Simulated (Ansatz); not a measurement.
One geometry of (H2Al-mu-H)2 (Al₂H₆), several levels of theory.

```yaml
crystal:
  periodic: [false, false, false]
  atoms:
    - {symbol: Al, position_ang: [-0.387752, 0.457601, -1.152453]}
    - {symbol: H, position_ang: [0.050137, 1.937746, -1.477023]}
    - {symbol: H, position_ang: [-1.231182, -0.530460, -2.047211]}
    - {symbol: H, position_ang: [-0.978163, 0.388980, 0.483275]}
    - {symbol: Al, position_ang: [0.386624, -0.458479, 1.152459]}
    - {symbol: H, position_ang: [1.229481, 0.542652, 2.032948]}
    - {symbol: H, position_ang: [-0.041424, -1.937853, 1.493743]}
    - {symbol: H, position_ang: [0.972279, -0.400188, -0.485748]}
basis:
  gaussian: {orbitals: def2-SVP, initial_orbitals: start.molden}
hamiltonian: {xc: pbe, dispersion: d4}
scf: {omitted_lower_state_checks: [starts]}
output: {orbitals: {seedname: orbitals}}
```

The file start.molden holds the orbitals of an earlier run on this structure, at another level or in another basis.

```sh
$ ansatz run in.yaml --threads 4 --pin off --events-out ev --progress --plain --max-ram 3916MiB
```

Shortened log:

```
Functional definition: PBE
734 factors; their error is unknown
mean field evaluation 1: about -13278.7341 eV, gradient 4.8e0 eV
mean field evaluation 2: about -13278.7996 eV, gradient 5.6e-2 eV
mean field evaluation 4: about -13278.7640 eV, gradient 3.2e-5 eV
mean field -13278.76401578 eV, -487.9855769102 hartree, gradient 3.5e-5 eV, S^2 0.000000; 0 other end points of the search recorded, 0 dependent functions left out
reference -13278.76406112 eV, -487.9855785768 hartree; 16, 16 occupied and 50, 50 virtual orbitals, 734 factors
Total energy: -13278.88400400 eV, -487.9899863960 hartree
Checks for a lower state left out: starts
```

It took 0.4 s on 4 threads of Arm Neoverse V1 on a shared host.

First input, but with `gaussian: {orbitals: def2-TZVP, initial_orbitals: start.molden}`, `hamiltonian: {xc: {name: LC-wPBE, parameters: {omega: 0.3/bohr}}}` (abridged; 0.7 s):

```
Functional definition: LC-wPBE
mean field -13286.48977420 eV, -488.2694932958 hartree, gradient 3.8e-5 eV, S^2 0.000000
Total energy: -13286.48977422 eV, -488.2694932963 hartree
Checks for a lower state left out: starts
```

The first input with `gaussian: {orbitals: def2-TZVP, initial_orbitals: start.molden}`, `hamiltonian: {xc: {name: BHLYP}, dispersion: d4}` (abridged; 0.75 s):

```
Functional definition: BHLYP
mean field -13291.69201575 eV, -488.4606721465 hartree, gradient 7.7e-5 eV, S^2 0.000000
Total energy: -13291.85508665 eV, -488.4666648915 hartree
Checks for a lower state left out: starts
```

First input, but with `gaussian: {orbitals: def2-TZVP, initial_orbitals: start.molden}`, `hamiltonian: {xc: pbe0, dispersion: d4}`, `output: {forces: true, orbitals: {seedname: orbitals}}` and without the key `scf` (abridged; 1 s):

```
Functional definition: PBE0
mean field -13285.12119718 eV, -488.2191990177 hartree, gradient 2.9e-5 eV, S^2 0.000000; 1 other end points of the search recorded, 0 dependent functions left out
Total energy: -13285.22250433 eV, -488.2229219870 hartree
Atom 0 force     0.002513    -0.001095    -0.002284 eV/Å
Atom 1 force    -0.001514     0.000928    -0.002191 eV/Å
Atom 2 force    -0.000094     0.000427     0.001706 eV/Å
Atom 3 force    -0.002043     0.000446     0.000584 eV/Å
Atom 4 force     0.003454    -0.001993    -0.000624 eV/Å
Atom 5 force     0.000057    -0.000967     0.002610 eV/Å
Atom 6 force    -0.000925     0.001433    -0.000688 eV/Å
Atom 7 force    -0.001448     0.000822     0.000887 eV/Å
Dipole moment:    -0.001831    -0.002033    -0.000236 e Å
```

As the first input, with `gaussian: {orbitals: def2-TZVP, initial_orbitals: start.molden}`, `correlation: {method: mp2}` and without the key `hamiltonian` (abridged; 0.4 s):

```
Functional definition: HF
mean field -13260.86729246 eV, -487.3278844593 hartree, gradient 4.8e-6 eV, S^2 0.000000
10 core orbitals not correlated: weight in the atoms' cores, before any rotation towards them, 1.000 or more for the frozen orbitals, at most 0.000 for the correlated occupied ones
second order -4.98568026 eV of doubles, -0.00000000 eV of singles
Total energy: -13265.85297272 eV, -487.5111048293 hartree
Checks for a lower state left out: starts
```

As the first input, with `hamiltonian: {xc: pbe0, dispersion: d4}` (abridged; 0.45 s):

```
Functional definition: PBE0
mean field -13280.41810195 eV, -488.0463634560 hartree, gradient 8.7e-5 eV, S^2 0.000000
Total energy: -13280.51940367 eV, -488.0500862256 hartree
Checks for a lower state left out: starts
```

The first input with `gaussian: {orbitals: def2-TZVP, initial_orbitals: start.molden}`, `hamiltonian: {xc: {name: revPBE}, dispersion: d4}` (abridged; 0.6 s):

```
Functional definition: revPBE
mean field -13288.67974449 eV, -488.3499732195 hartree, gradient 3.2e-5 eV, S^2 0.000000
Total energy: -13289.01554172 eV, -488.3623135398 hartree
Checks for a lower state left out: starts
```

Geometry: PBE0-D4/def2-TZVP.

Correlated methods freeze 10 core orbitals.
